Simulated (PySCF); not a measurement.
## Name the molecule from its bond curve

A diatomic of charge +1 contains F. Its doublet curve at B3LYP in a triple-zeta basis (no relativity, PySCF), in eV from the separated fragments:

| R (Å) | E (eV) |
| --- | --- |
| 1.045 | -3.939 |
| 1.093 | -4.800 |
| 1.142 | -5.283 |
| 1.179 | -5.459 |
| 1.215 | -5.511 |
| 1.252 | -5.466 |
| 1.300 | -5.290 |
| 1.361 | -4.940 |
| 1.434 | -4.399 |
| 1.531 | -3.586 |

The fit gives ωe = 1688 cm⁻¹ and the rotational constant Bₑ = 1.639 cm⁻¹.

Q: Which atom is the partner?

A: The minimum lies at 1.215 Å, so the reduced mass is 16.8576 u Å² cm⁻¹/(Bₑ·Re²) = 6.967 u. With F at 19.00 u the partner weighs about 11.0 u: B. The molecule is BF⁺.

The state is the lowest determinant that a PBE0 search found; another state may lie lower at other levels.
